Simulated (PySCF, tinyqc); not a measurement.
RKS/exchange-only LDA in the sto-6g basis, for LiH, spin multiplicity 1, step by step. The lowest restricted solution is unstable here: a spin-polarised one lies 0.0157 hartree lower (PySCF). One step of it, computed by the program tinyqc.

Question. Iteration 1: diagonalisation and new density. Diagonalise F' = X^T F X, C = X C', fill 2 alpha and 2 beta electrons from the bottom; D = 2 C_occ C_occ^T. Each column has its largest component positive (the first on a tie).

Kohn-Sham matrix F (hartree), lower triangle:
```
            1Li 1s     1Li 2s    1Li 2px    1Li 2py    1Li 2pz     2H 1s
1Li 1s   -3.554408
1Li 2s   -0.744261  -0.448013
1Li 2px   0.000000   0.000000  -0.237737
1Li 2py   0.000000   0.000000  -0.002284  -0.231592
1Li 2pz   0.002912   0.021691   0.000000   0.000000  -0.234109
2H 1s    -0.013321  -0.038968   0.000000   0.000000  -0.045687  0.214415
```

X:
```
                 1          2         3          4          5         6
1Li 1s   -0.533661   0.605742  0.000000   0.000000  -0.503835  0.392880
1Li 2s    0.713408  -0.424894  0.000000   0.000000  -0.359233  0.514941
1Li 2px   0.000000   0.000000  0.109417   0.993996   0.000000  0.000000
1Li 2py   0.000000   0.000000  0.993996  -0.109417   0.000000  0.000000
1Li 2pz   0.469479   0.643109  0.000000   0.000000   0.552757  0.335903
2H 1s    -0.659599  -0.491902  0.000000   0.000000   0.412531  0.478166
```

Give: F' = X^T F X; orbital energies; coefficients C; D after iteration 1.

Answer.

F' = X^T F X (hartree), lower triangle:
```
        1       2       3       4       5       6
1  -0.563
2   0.833  -1.036
3   0.000   0.000  -0.232
4   0.000   0.000  -0.003  -0.237
5  -0.846   0.876   0.000   0.000  -1.279
6   0.489  -0.941   0.000   0.000   1.068  -0.977
```

orbital energies (hartree): MO1 -3.557, MO2 -0.315, MO3 -0.238, MO4 -0.231, MO5 -0.228, MO6 0.246

coefficients C:
```
            MO1     MO2    MO3     MO4     MO5     MO6
1Li 1s    1.007  -0.206  0.000   0.000  -0.055   0.028
1Li 2s   -0.031   0.994  0.000   0.000   0.268  -0.150
1Li 2px   0.000   0.000  0.949  -0.314   0.000   0.000
1Li 2py   0.000   0.000  0.314   0.949   0.000   0.000
1Li 2pz  -0.002  -0.258  0.000   0.000   0.968  -0.223
2H 1s     0.004  -0.005  0.000   0.000  -0.008   1.037
```

D after iteration 1, lower triangle:
```
         1Li 1s  1Li 2s  1Li 2px  1Li 2py  1Li 2pz  2H 1s
1Li 1s    2.112
1Li 2s   -0.472   1.979
1Li 2px   0.000   0.000    0.000
1Li 2py   0.000   0.000    0.000    0.000
1Li 2pz   0.103  -0.513    0.000    0.000    0.133
2H 1s     0.010  -0.011    0.000    0.000    0.003  0.000
```
